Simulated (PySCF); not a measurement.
Molecule: dimethoxymethane (COCOC, C3H8O2).

Bonds (- single, = double, # triple, : aromatic): C1-O2, O2-C3, C3-O4, O4-C5. C1 carries H6, H7, H8; C3 carries H9, H10; C5 carries H11, H12, H13.

Coordinates of the point at 0° (Å):
```xyz
13

C    -1.119   -1.101    0.603
O    -0.972    0.298    0.699
C     0.130    0.888    0.029
O     0.964    0.026   -0.663
C     2.052   -0.493    0.075
H    -0.918   -1.458   -0.410
H    -2.156   -1.305    0.863
H    -0.465   -1.628    1.309
H     0.689    1.476    0.777
H    -0.288    1.576   -0.722
H     2.684    0.319    0.454
H     1.727   -1.111    0.916
H     2.623   -1.103   -0.623
```

The dihedral O4–C3–O2–C1 is held at the listed angle and the rest relaxed with GFN2-xTB; GIAO PBE0/pcSseg-1 (PySCF 2.14, gas phase, non-relativistic), single atoms without averaging; energies are PBE0/pcSseg-1 single points on these structures.

δ = σ(ref) − σ, references computed at the same level: ¹³C, ¹H against TMS; ¹⁷O vs H2O.

Problem. How do the shifts follow the torsion?

Solution. 
| angle (°) | E rel. (kcal/mol) | C1 | O2 | O4 | C5 | H6 | H8 | H9 | H10 |
| --- | --- | --- | --- | --- | --- | --- | --- | --- | --- |
| 0 | 7.9 | 50.1 | 32.0 | 44.0 | 63.5 | 4.07 | 3.22 | 4.75 | 5.43 |
| 30 | 6.6 | 51.6 | 48.2 | 39.2 | 63.2 | 3.97 | 3.07 | 4.61 | 5.45 |
| 60 | 4.1 | 57.4 | 68.1 | 44.9 | 63.1 | 3.86 | 2.98 | 4.26 | 5.43 |
| 90 | 4.1 | 64.8 | 68.8 | 74.1 | 62.8 | 3.93 | 3.31 | 4.16 | 5.43 |
| 120 | 4.0 | 61.6 | 36.3 | 66.7 | 56.7 | 3.42 | 3.43 | 4.12 | 5.47 |
| 150 | 3.4 | 57.7 | 34.5 | 60.7 | 57.2 | 3.17 | 3.29 | 4.10 | 5.40 |
| 180 | 3.0 | 55.0 | 42.0 | 55.7 | 58.6 | 3.12 | 3.16 | 4.39 | 4.93 |
| 210 | 3.9 | 57.2 | 39.7 | 57.5 | 58.1 | 3.30 | 3.27 | 4.84 | 4.55 |
| 240 | 3.7 | 59.8 | 34.9 | 61.0 | 57.3 | 3.41 | 3.55 | 4.94 | 4.50 |
| 270 | 1.1 | 59.7 | 43.1 | 54.9 | 56.9 | 3.20 | 3.76 | 4.84 | 4.60 |
| 300 | 0.0 | 55.4 | 45.8 | 45.2 | 56.3 | 2.93 | 3.76 | 4.74 | 4.83 |
| 330 | 3.8 | 52.8 | 34.4 | 43.2 | 59.3 | 3.19 | 3.33 | 4.66 | 5.21 |

Problem. Weight the points by Boltzmann factors at 298 K (these energies, one coordinate only). How far do the averages lie from the lowest point?

Solution. C1 56.0 (lowest point 55.4), O2 45.4 (lowest point 45.8), O4 46.6 (lowest point 45.2), C5 56.4 (lowest point 56.3), H6 2.97 (lowest point 2.93), H8 3.76 (lowest point 3.76), H9 4.75 (lowest point 4.74), H10 4.81 (lowest point 4.83) ppm. The lowest point, 300°, carries 86 % of the weight. A 30° grid can miss a minimum, and energy differences under about 1 kcal/mol are within the error of this level.
